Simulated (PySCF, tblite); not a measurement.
# Complex of water and dimethyl ether

A gas-phase complex of water and dimethyl ether; neutral, singlet. The structure comes from a short search (6 tight-binding starts) and was relaxed by PBE0-D3(BJ)/def2-SVPD; another way of binding may lie lower. No frequency run checks that it is a minimum.

```
part            name  SMILES  atoms  charge  multiplicity
   1           water       O    1–3       0             1
   2  dimethyl ether     COC   4–12       0             1
```

```
atom  part   x (Å)   y (Å)   z (Å)
  O1     1  -0.122  -0.205   0.084
  H2     1   0.777   0.021  -0.208
  H3     1  -0.164  -1.163   0.079
  C4     2   2.972   1.489   0.307
  O5     2   2.385   0.731  -0.719
  C6     2   2.296   1.421  -1.938
  H7     2   2.398   2.413   0.498
  H8     2   2.973   0.875   1.215
  H9     2   4.011   1.761   0.051
 H10     2   1.804   0.759  -2.660
 H11     2   1.698   2.343  -1.831
 H12     2   3.298   1.688  -2.315
```

Contacts between parts, classed by geometry: H2···O5 1.831 Å (hydrogen bond, 171°).

Interaction energies are complex less parts, with the parts frozen as they stand in it; counterpoise-corrected, in kcal/mol (PySCF).

(1) Give the interaction energy at each level run.

(2) What holds them together? Decompose the wB97M-D3(BJ)/def2-TZVPD energy: frozen parts, their antisymmetrised product, then relaxation.

The parts were also relaxed and run alone, at the levels used for the complex: shieldings by PBE0/pcSseg-2; core levels by delta-SCF with SCAN, pcX-2 on the ionised atom and pcseg-1 elsewhere, spin-free X2C.

Values alone: O1–H2 bond (Å): 0.961; shielding of H2 (ppm): 30.85; shielding of O5 (ppm): 331.6; shielding of O1 (ppm): 328.9; O1 1s core level (eV): 539.76; C4 1s core level (eV): 292.25; O5 1s core level (eV): 538.55.

(3) What does binding change?

Results:

(1) 
```tsv
level	interaction	superposition error removed
wB97M-D3(BJ)/def2-TZVPD	-5.66	-0.10
PBE0-D3(BJ)/def2-TZVPD	-5.93	-0.08
RI-MP2/def2-TZVPD	-5.37	-0.74
```

(2) electrostatic -10.6, Pauli repulsion +10.7, orbital relaxation -4.6, dispersion correction -1.2 kcal/mol, which sum to the value before the counterpoise correction; the Pauli term holds the exchange-correlation of the frozen density too. Of the attraction, 65 % is electrostatic, 28 % is orbital relaxation, 8 % is dispersion correction.

(3) 
```csv
property,alone,in the complex,change
O1–H2 bond (Å),0.961,0.972,+0.011
shielding of H2 (ppm),30.85,27.14,-3.71
shielding of O5 (ppm),331.6,325.8,-5.8
shielding of O1 (ppm),328.9,330.5,+1.6
O1 1s core level (eV),539.76,538.33,-1.43
C4 1s core level (eV),292.25,292.55,+0.30
O5 1s core level (eV),538.55,539.02,+0.47
```

The 5 runs behind this took 2 min in all, one thread each of Arm Neoverse V2 on a shared host, launched as `OMP_NUM_THREADS=1 python cluster_run.py task.json out`.
